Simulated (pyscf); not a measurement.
Optimised with ωB97X-D3(BJ)/def2-SVP in PySCF.

### Question
For HN=SiH–NH₂ + H atom (H•) -> [HN=Si–NH₂]• + hydrogen (H₂), a hydrogen abstraction (doublet surface; H–Si broken, H–H formed), PBE/def2-TZVP gives ΔE‡ = 0.02 eV and ΔE = -1.00 eV (zero: the separated reactants). In which direction and how far do PBE0-D3(BJ)/def2-TZVP, M06-2X/def2-TZVP, ωB97M-D3(BJ)/def2-TZVP move these?

### Answer
PBE0-D3(BJ): ΔE‡ = 0.11 eV, ΔE = -0.87 eV; M06-2X: ΔE‡ = 0.27 eV, ΔE = -0.91 eV; ωB97M-D3(BJ): ΔE‡ = 0.24 eV, ΔE = -0.84 eV. PBE's barrier lies under all of them, by 0.09 to 0.26 eV. Its reaction energy lies under all of them, by 0.09 to 0.16 eV. HN=SiH–NH₂ lies 0.90 eV over its isomer H₂N–Si:–NH₂ [singlet] (electronic energy, ωB97M-D3(BJ)/def2-TZVP). This is the saddle that the search found; another between the same sides may lie lower. The angle at the transferred H is 176°.
